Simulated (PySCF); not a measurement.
Geometry (Å), atoms numbered from 1 in this order:
```xyz
13

C     2.297    0.165    0.428
C     1.152    0.452   -0.160
C     0.056   -0.539   -0.416
C    -1.183   -0.150    0.335
C    -2.332    0.166   -0.231
H     2.531   -0.835    0.757
H     3.056    0.910    0.600
H     0.936    1.464   -0.480
H    -0.164   -0.572   -1.486
H     0.381   -1.532   -0.094
H    -1.075   -0.123    1.412
H    -2.461    0.149   -1.301
H    -3.197    0.448    0.346
```

- NMR shieldings at PBE0/pcSseg-1/GIAO
- J couplings at B3LYP/pcJ-1 (without the spin–dipole term)
- geometry from GFN2-xTB
- program: PySCF 2.14.0 with density-fitted response routines
- no relativistic terms, gas phase, single conformer, averaged over atoms made equivalent by symmetry, fast rotation or ring inversion

**Question.** List the cross peaks expected in HSQC, COSY and HMBC spectra.

**Answer.** 

HSQC (one-bond C–H):
```
           δH             δC  ¹J(C,H) (Hz)
5.98 (H8/H11)  146.9 (C2/C4)           162
5.42 (H6/H12)  122.0 (C1/C5)           161
5.28 (H7/H13)  122.0 (C1/C5)           163
2.91 (H9/H10)      47.2 (C3)           134
```

COSY cross peaks (|J| ≥ 2 Hz):
```
           δH             δH  abs. J (Hz)  bonds
5.98 (H8/H11)  5.42 (H6/H12)         17.6      3
5.98 (H8/H11)  5.28 (H7/H13)         11.2      3
5.98 (H8/H11)  2.91 (H9/H10)          8.0      3
```

HMBC (two and three bonds, |J| ≥ 2.5 Hz):
```
           δH                         δC [abs. J in Hz]
5.98 (H8/H11)                           47.2 (C3) [5.4]
5.42 (H6/H12)                           47.2 (C3) [8.4]
5.28 (H7/H13)                          47.2 (C3) [12.4]
2.91 (H9/H10)  146.9 (C2/C4) [6.5], 122.0 (C1/C5) [7.0]
```

Referencing at the same level of theory: ¹H and ¹³C vs TMS.

Short H···H contacts in this conformer between protons four or more bonds apart (candidates for NOE cross peaks, intensity ∝ r⁻⁶): H9···H12 2.41 Å, H6···H10 2.41 Å.

Unscaled 3J(H,H) at this level run about 10 % above measured values. Shifts are as computed. Against solution values, carbons near 30 ppm lie about +3 ppm off and those near 130 ppm about +5 ppm. Of 1211 compounds with measured shifts, 218 miss one by over three times the rms of a fit or turn the order of signals round; such compounds aren't used in these exercises. Couplings across =CH–CH2 type bonds come from one rotamer and its mirror image, and can be 1–2 Hz further off.
